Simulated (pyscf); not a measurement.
## Routes from HO–BH–OH

Candidate steps break at most two bonds and form at most two. Each was searched with GFN2-xTB (tblite) first. Structures and frequencies: ωB97X-D3(BJ)/def2-SVP in PySCF. Correlated levels are frozen-core, on RHF or UHF. ΔMP2 is the change of the MP2 total energy from the triple- to the quadruple-zeta basis. Energies: CCSD(T)/def2-TZVPP + ΔMP2(QZVPP), eV, from the reactant's lowest minimum found, singlet surface; ΔG‡ with ideal gas, 1 atm, RRHO with modes under 100 cm⁻¹ raised to 100, one conformer, R ln 2 for chiral ones without a mode under 150 cm⁻¹.

```tsv
products	type	ΔE‡	ΔE	ΔG‡ 298 K	ΔG‡ 900 K	ν‡ (cm⁻¹)
H₂O + HB=O	elimination	2.39	+1.87	2.21	2.20	1364i
B–OH [singlet] + H₂O	1,1-elimination	4.69	+3.80	4.45	4.33	1435i
```

Row 1: On the product side the descent ends in a complex, 0.20 eV under the separated species and 0.58 eV under the saddle at ωB97X-D3(BJ)/def2-TZVP. Row 2: On the product side the descent ends in a bound adduct, 0.48 eV under the separated species and 1.21 eV under the saddle at ωB97X-D3(BJ)/def2-TZVP. 

Plain bond fissions and candidates not yet searched are not listed, and one of them may be faster. Each barrier is that of the saddle found; lower ones may exist. The CCSD(T) − MP2 part came from Ansatz, without density fitting, on the same reference.
